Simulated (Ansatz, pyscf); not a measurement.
HO–SiH₃ (SMILES O[SiH3]) + HF (SMILES F) -> F–SiH₃ (SMILES F[SiH3]) + H₂O (SMILES O), a four-centre exchange on the singlet surface: O–Si, F–H broken, F–Si, H–O formed. PySCF, gas phase, ωB97X-D3(BJ)/def2-SVP geometries. Wave-function energies: Ansatz (a first-principles code), frozen core, RHF or UHF references. In kJ/mol, from the separated reactants.

Cost: rough CPU time of the saddle's run relative to CCSD(T)/cc-pV(D+d)Z, from one job on a shared machine, with the HF step and its search for lower states.

```json
[
 {"level": "PBE/def2-TZVP", "barrier": "46.29", "reaction energy": "-43.98", "cost": "–"},
 {"level": "ωB97M-D3(BJ)/def2-TZVP", "barrier": "62.17", "reaction energy": "-43.87", "cost": "–"},
 {"level": "CCSD(T)/cc-pV(D+d)Z", "barrier": "59.44", "reaction energy": "-39.59", "cost": "1"},
 {"level": "CCSDT(Q)/cc-pV(D+d)Z", "barrier": "?", "reaction energy": "?", "cost": "200"},
 {"level": "CCSD(T)/cc-pV(T+d)Z", "barrier": "72.47", "reaction energy": "-40.20", "cost": "12"},
 {"level": "CCSD(T)/cc-pV(Q+d)Z", "barrier": "?", "reaction energy": "-43.04", "cost": "–"}
]
```

Task: Complete the blanks.

Result: 
- CCSDT(Q)/cc-pV(D+d)Z, barrier: 58.92
- CCSDT(Q)/cc-pV(D+d)Z, reaction energy: -39.47
- CCSD(T)/cc-pV(Q+d)Z, barrier: 74.35

In cc-pV(D+d)Z, going from CCSD(T) to CCSDT(Q) shifts the barrier by -0.53 and the reaction energy by +0.12 kJ/mol. With HF in the quadruple-zeta basis and the correlation energy extrapolated as X⁻³ from X = 3, 4, CCSD(T) gives 73.51 and -42.91; adding the double-zeta shift gives ΔE‡ = 72.98 and ΔE = -42.79 kJ/mol, without core correlation, relativity or geometry relaxation at these levels. On the reactant side the descent ends in a complex, 31.79 kJ/mol under the separated species and 95.80 kJ/mol under the saddle at ωB97X-D3(BJ)/def2-TZVP. At ωB97X-D3(BJ)/def2-TZVP the barrier from the zero used here is 64.01 kJ/mol. This is the saddle that the search found; another between the same sides may lie lower.
